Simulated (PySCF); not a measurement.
Compound: 2H-azirine, C2H3N.
Geometry (GFN2-xTB, Å), atoms numbered from 1 in this order:
```
atom  x, y, z in Å
C1     0.8370   -0.0581   -0.0181
N2     0.2760   -0.6437    0.9325
C3    -0.6074    0.0753   -0.0435
H4     1.7707    0.1698   -0.4714
H5    -1.1989   -0.5319   -0.7155
H6    -1.0743    0.9907    0.2943
```

Definitions: NICS(0) = −σiso at the ring centroid; NICS(1) = −σiso and NICS(1)zz = −σzz at ±1 Å along the ring normal z. Level: GIAO PBE0/pcSseg-1 (PySCF, non-relativistic, gas phase) on the GFN2-xTB geometry, one conformer.

Ring bond lengths (Å), with Mayer bond orders in brackets: C1–N2 1.250 (1.87), N2–C3 1.500 (0.93), C3–C1 1.451 (0.99).

Task: What do the NICS probes read (ppm)?

Result: 
```tsv
ring	type	NICS(0)	NICS(1), two faces	NICS(1)zz, two faces	rms pucker (Å)	centre to ring atoms, mean (Å)
C1–N2–C3	3-membered ring with N; formal bonds 1 double, 2 single	-29.8	-8.8 / -8.7	-19.4 / -19.3	0.00	0.81
```

Task: What can be read from them?

Result: 
- C1–N2–C3: mean NICS(1)zz -19.3 ppm, shielded. C3 has four or more neighbours, so the value isn't read as a sign of a π ring current. NICS(0) lies 21 ppm below the mean NICS(1).
